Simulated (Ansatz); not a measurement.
# Scan of the O1–H4 bond length

MgH2SO (SMILES [OH][Mg][SH]), closed shell, at its PBE0-D4/def2-TZVP minimum:

O1  (-1.217, -1.289, 0.407)
Mg2  (-0.201, 0.032, -0.151)
S3  (1.077, 1.794, -0.841)
H4  (-1.667, -2.115, 0.510)
H5  (2.058, 1.505, 0.033)
(Å)

The bond length O1–H4 (0.947 Å at the minimum) is set to the values below, the two halves moving rigidly along the bond. Each method's energies count from its own value at the PBE0-D4 minimum structure. Computed with Ansatz 0.2.0 (basis: def2-TZVPP); correlated methods freeze the cores. The outer core shell of Li, Na, Mg and K is correlated. The def2 sets are not built for correlating such inner shells, so the correlated values are less sure here.

CCSD(T) energies along the scan:
```
bond length (Å)  CCSD(T) (kJ/mol)
          0.833              47.1
          0.866              21.8
          0.915               2.9
          0.971               1.6
          1.033              17.3
          1.101              47.6
          1.172              87.9
          1.247             135.2
          1.326             186.6
```
They count from the CCSD(T) energy at the PBE0-D4 minimum.

Minimum and curvature along this coordinate at CCSD(T): A fifth-order fit through the nearest points gives 0.946 Å, with a curvature of about 58 eV/Å².

Question: Treat the two halves as rigid bodies and work out the harmonic wavenumber of this stretch from that curvature (ν̃ = 521.5 √(k/μ) cm⁻¹ with k in eV/Å² and μ in u).

Answer: The halves weigh 73.38 and 1.01 u, so μ = 73.38 × 1.01/74.39 = 0.996 u and ν̃ = 521.5 √(58/0.996) ≈ 4000 cm⁻¹. A true normal mode mixes in other motions, so this is a guide only.

Largest difference from the CCSD(T) curve over the scan: PBE-D4 16.7; r2SCAN-D4 1.9; PBE0-D4 4.9; HF 43.1 kJ/mol. Each curve counts from its own value at the minimum.

The T1 diagnostic stays at or below 0.012.

For scale, one of the runs: CCSD(T)/def2-TZVPP, 133 basis functions (an equivalent command: `ansatz run in.yaml --threads 2`). The run took 13 s on 2 CPU threads (shared host), with 0.75 GiB of host memory at its peak.
